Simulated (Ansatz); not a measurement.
# Ethanol (C2H6O): up Jacob's ladder to CCSD(T)

One table from this session's results is given with a row withheld; the runs are named, their logs left out.

The runs use Ansatz 0.2.0, Gaussian basis; functionals in def2-TZVPP, the program's frozen cores in correlated methods.

Plan: LDA (SPW92), PBE-D4, revPBE-D4, BLYP-D4, r2SCAN-D4, B97M-V, PBE0-D4, B3LYP-D4, r2SCANh-D4, r2SCAN0-D4, HSE06-D4, BHLYP-D4, CAM-B3LYP-D4, LC-ωPBE, ωB97X-V, ωB97M-V, B2PLYP, PBE-QIDH; CCSD(T)/def2-SVP; CCSD(T)/def2-TZVPP; CCSD(T)/def2-QZVPP; extrapolation to the limit; RPA on PBE.

## The geometry

An earlier PBE0-D4 in a triple-zeta def2 set relaxation fixed the geometry.

SMILES `CCO`, 9 atoms, charge 0, spin multiplicity 1.

Atoms are counted from 1 here; the program's logs count them from 0.

Bond lengths: C1–C2 1.513 Å, C1–H4 1.093 Å, C1–H5 1.092 Å, C1–H6 1.095 Å, C2–O3 1.413 Å, C2–H7 1.093 Å, C2–H8 1.099 Å, O3–H9 0.961 Å. Angles: C2–C1–H4 110.8°, C2–C1–H5 110.6°, C2–C1–H6 111.1°, H4–C1–H5 108.5°, H4–C1–H6 107.5°, H5–C1–H6 108.2°, C1–C2–O3 112.9°, C1–C2–H7 110.3°, C1–C2–H8 110.2°, O3–C2–H7 105.5°, O3–C2–H8 110.8°, H7–C2–H8 107.0°, C2–O3–H9 108.2°.

Set-up of the first run:

in.yaml reads:

```yaml
crystal:
  periodic: [false, false, false]
  atoms:
    - {symbol: C, position_ang: [-0.536351, 0.571572, -0.468353]}
    - {symbol: C, position_ang: [0.307394, -0.599999, -0.015272]}
    - {symbol: O, position_ang: [1.205515, -0.261447, 1.021635]}
    - {symbol: H, position_ang: [-1.181995, 0.285447, -1.302881]}
    - {symbol: H, position_ang: [0.097564, 1.400899, -0.789036]}
    - {symbol: H, position_ang: [-1.181590, 0.928089, 0.340830]}
    - {symbol: H, position_ang: [0.932291, -0.956614, -0.837471]}
    - {symbol: H, position_ang: [-0.337826, -1.437573, 0.285580]}
    - {symbol: H, position_ang: [0.695008, 0.069637, 1.764957]}
basis:
  gaussian: {orbitals: def2-TZVPP}
hamiltonian: {xc: lda}
output: {orbitals: {seedname: orbitals}}
```

Launch:

```console
$ ansatz run in.yaml --threads 2 --pin off --events-out ev --progress --plain --max-ram 32768MiB --backend cpu
```

Steps of the session up to this table: LDA; PBE-D4 (GGA); revPBE-D4 (GGA); BLYP-D4 (GGA); r2SCAN-D4 (meta-GGA); B97M-V (meta-GGA); PBE0-D4 (hybrid); B3LYP-D4 (hybrid); r2SCANh-D4 (hybrid); r2SCAN0-D4 (hybrid); HSE06-D4 (hybrid); BHLYP-D4 (hybrid); CAM-B3LYP-D4 (range-separated); LC-ωPBE (range-separated); ωB97X-V (range-separated); ωB97M-V (range-separated); B2PLYP (double hybrid); PBE-QIDH (double hybrid).

One of the session's tables, all rows but one given; the rest of the session is left out.

It belongs to the step «Orbital energies across the functionals». 

```
  functional  HOMO (eV)  LUMO (eV)  gap (eV)
 LDA (SPW92)      -6.29       0.08      6.37
      PBE-D4      -6.15       0.22      6.37
   revPBE-D4      -6.10       0.28      6.38
     BLYP-D4      -6.09       0.16      6.25
   r2SCAN-D4      -6.50       1.02      7.52
      B97M-V      -6.67       0.45      7.12
     PBE0-D4      -7.83       1.06      8.90
    B3LYP-D4      -7.60       0.68      8.28
  r2SCANh-D4      -7.14       1.26      8.40
  r2SCAN0-D4      -8.08       1.60      9.69
    HSE06-D4      -7.42       0.69      8.12
    BHLYP-D4          ?          ?         ?
CAM-B3LYP-D4      -9.35       1.79     11.14
     LC-ωPBE     -10.68       3.14     13.82
     ωB97X-V     -10.36       2.95     13.31
     ωB97M-V     -10.29       2.49     12.78
```

Estimate the missing values for BHLYP-D4.

Worked estimate for «HOMO (eV)». Against the share of exact exchange, BLYP-D4 (0, -6.09), B3LYP-D4 (0.2, -7.60) give a slope of -7.55 per unit share; at 0.5 the line stands at -9.86.

**Answer.** HOMO (eV): -9.48; LUMO (eV): 1.64; gap (eV): 11.12. In «HOMO (eV)» the line misses by -0.38.
